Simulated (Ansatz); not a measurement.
# CH₃BO (SMILES BC=O): functionals against CCSD(T) at one geometry

One table from this session's results is given with a row withheld; the runs are named, their logs left out.

The runs use Ansatz 0.2.0, Gaussian basis; single points in def2-TZVPP.

Correlated methods freeze the cores.

## Where the work starts

SMILES `BC=O`, 6 atoms, charge 0, spin multiplicity 1.

Atoms are counted from 1 here; the program's logs count them from 0.

Bond lengths: B1–C2 1.582 Å, B1–H4 1.220 Å, B1–H5 1.210 Å, C2–O3 1.235 Å, C2–H6 1.162 Å. Angles: C2–B1–H4 119.6°, C2–B1–H5 118.4°, H4–B1–H5 120.9°, B1–C2–O3 142.9°, B1–C2–H6 98.6°, O3–C2–H6 118.4°.

Coordinates:

```tsv
atom	x (Å)	y (Å)	z (Å)
B1	-0.4563	0.0983	-0.6394
C2	0.5455	0.0938	0.5850
O3	1.4849	0.7149	1.0917
H4	-0.1767	-0.5273	-1.6491
H5	-1.5686	0.5439	-0.4719
H6	0.2148	-0.9054	1.0777
```

The first run:

The input, run/in.yaml:

```yaml
crystal:
  periodic: [false, false, false]
  atoms:
    - {symbol: B, position_ang: [-0.456300, 0.098300, -0.639400]}
    - {symbol: C, position_ang: [0.545500, 0.093800, 0.585000]}
    - {symbol: O, position_ang: [1.484900, 0.714900, 1.091700]}
    - {symbol: H, position_ang: [-0.176700, -0.527300, -1.649100]}
    - {symbol: H, position_ang: [-1.568600, 0.543900, -0.471900]}
    - {symbol: H, position_ang: [0.214800, -0.905400, 1.077700]}
basis:
  gaussian: {orbitals: def2-TZVPP}
correlation: {method: ccsd_t}
output: {forces: true}
```

The command line of these runs was not kept.

Among the steps run: CCSD(T)/def2-TZVPP; PBE0-D4/def2-TZVPP; wB97M-V/def2-TZVPP; r2SCAN-D4/def2-TZVPP; PBE-D4/def2-TZVPP; BHLYP-D4/def2-TZVPP; CAM-B3LYP-D4/def2-TZVPP.

One table of the session follows, with a row left open; its other results are not shown here.

| method | RMS force component (eV/Å) | angle to CCSD(T) forces (°) | dipole (D) |
| --- | --- | --- | --- |
| CCSD(T) | 0.572 | reference | 2.36 |
| PBE0-D4 | 0.849 | 18.0 | 2.51 |
| wB97M-V | 0.821 | 11.5 | 2.52 |
| r2SCAN-D4 | 0.725 | 22.0 | 2.42 |
| PBE-D4 | 0.544 | 31.6 | 2.24 |
| BHLYP-D4 | ? | ? | ? |
| CAM-B3LYP-D4 | 0.874 | 12.8 | 2.62 |

Estimate the missing values for BHLYP-D4.

The run gave: RMS force component (eV/Å): 1.120; angle to CCSD(T) forces (°): 11.5; dipole (D): 2.77. In the column «RMS force component (eV/Å)» it is the highest.
